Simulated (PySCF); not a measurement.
Gas-phase XPS of `C[C@@H]1C[C@@H]1[S-]`, computed

Compound: C4H7S (charge -1).
Atom-mapped SMILES: `[CH3:1][C@@H:2]1[CH2:3][C@@H:4]1[S-:5]`

Method: delta-SCF UKS SCAN, pcX-2 on the ionised atom, pcseg-1 elsewhere, spin-free X2C in PySCF 2.14.0. These are vertical core ionisation energies against the vacuum level, from separate self-consistent calculations with and without the core hole.

Task: List the computed XPS lines with their assignment.

Result: 
| atom(s) | environment | level | binding energy (eV) | above the level's lowest (eV) | count |
| --- | --- | --- | --- | --- | --- |
| C1 | methyl carbon | C 1s | 285.99 | +0.42 | 1 |
| C2 | three-membered-ring carbon | C 1s | 285.70 | +0.13 | 1 |
| C3 | three-membered-ring carbon | C 1s | 285.57 | 0.00 | 1 |
| C4 | sp3 carbon bound to sulfur | C 1s | 285.64 | +0.07 | 1 |
| S5 | thiolate sulfur | S 1s | 2468.82 | 0.00 | 1 |

The listed C 1s values span 0.42 eV, from C3 (bonded to 2 C and 2 H) to C1 (bonded to C and 3 H). The widest gap between neighbouring values is 0.29 eV, between 285.70 and 285.99 eV.

Task: Which photon wavelength matches the C 1s of C1 threshold?

Result: λ = hc/E = 12398.42 eV Å / 285.99 eV = 43.353 Å.

Not every level is listed. The species carries charge -1, so core ionisation leaves a neutral species. The basis sets have no added diffuse functions. Geometry: PBE0-D3(BJ)/def2-SVP; no solvent, vibrations or thermal averaging.
